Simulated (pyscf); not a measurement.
HO–Y(OH)–OH + H₂S → HO–Y(OH)–SH + H₂O (four-centre exchange; singlet surface; O–Y, H–S broken, S–Y, H–O formed). Structures and frequencies: ωB97X-D3(BJ)/def2-SVP in PySCF. Energies in kcal/mol from the separated reactants.

```
level                   barrier  reaction energy
----------------------  -------  ---------------
ωB97X-D3(BJ)/def2-TZVP    -16.1             -0.7
PBE/def2-TZVP             -14.1             +2.4
B3LYP-D3(BJ)/def2-TZVP    -12.7             +3.3
PBE0-D3(BJ)/def2-TZVP     -14.5             +1.0
M06-2X/def2-TZVP          -12.7             +2.1
ωB97M-D3(BJ)/def2-TZVP    -10.3             +3.4
```

On the reactant side the descent ends in an adduct with a S–Y contact, 18.1 kcal/mol under the separated species and 2.1 kcal/mol under the saddle at ωB97X-D3(BJ)/def2-TZVP. On the product side the descent ends in an adduct with a O–Y contact, 27.1 kcal/mol under the separated species and 11.8 kcal/mol under the saddle at ωB97X-D3(BJ)/def2-TZVP. At ωB97X-D3(BJ), PBE, B3LYP-D3(BJ), PBE0-D3(BJ), M06-2X, ωB97M-D3(BJ) the saddle lies under the separated reactants, which points to a path from their complex (located at ωB97X-D3(BJ) alone). At ωB97X-D3(BJ), PBE, B3LYP-D3(BJ), PBE0-D3(BJ), M06-2X, ωB97M-D3(BJ) the saddle lies under the separated products, which points to a path from their complex (located at ωB97X-D3(BJ) alone), and parting the products costs more than the saddle. What is counted as formed (S–Y) is already present as a longer contact in the reactant adduct; forming that adduct is a step of its own. What is counted as broken (O–Y) persists as a longer contact in the product adduct; parting that adduct is a step of its own. One saddle was located; it need not be the lowest between these sides. Elements past Kr carry the def2 core potentials, without spin-orbit coupling.
